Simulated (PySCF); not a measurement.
**Oxygen: a sound run and one with changed settings**

Sound run: O [He] 2s2 2p4, O⁺ [He] 2s2 2p3. Computed with PySCF 2.14 in def2-SVP (3s2p1d, 14 functions), with no relativity, point nucleus. The sound run starts from symmetry-adapted Hartree-Fock orbitals and uses a fine grid where one is needed.

A second run was set up differently.

| species | method | sound run (hartree) | changed run (hartree) | converged |
| --- | --- | --- | --- | --- |
| O | UHF | -74.72010 | -74.72010 | yes |
| O | B3LYP | -75.00076 | -75.02511 | yes |
| O | M06-2X | -74.97256 | -74.96342 | yes |
| O⁺ | UHF | -74.27607 | -74.27607 | yes |
| O⁺ | B3LYP | -74.48553 | -74.48553 | yes |
| O⁺ | M06-2X | -74.47163 | -74.47163 | yes |

Ionisation energy of O:

```
method  sound run (eV)  changed run (eV)
   UHF          12.083            12.083
 B3LYP          14.020            14.683
M06-2X          13.631            13.382
```

What was changed?
A. all electrons correlated in a valence basis
B. too few SCF iterations
C. minimal basis
D. angular grid far too coarse

D. It used 6 angular points. A coarse angular grid integrates products of high-l functions wrongly, so density functionals can shift, and the SCF can exploit the error; Hartree-Fock and MP2 need no grid.
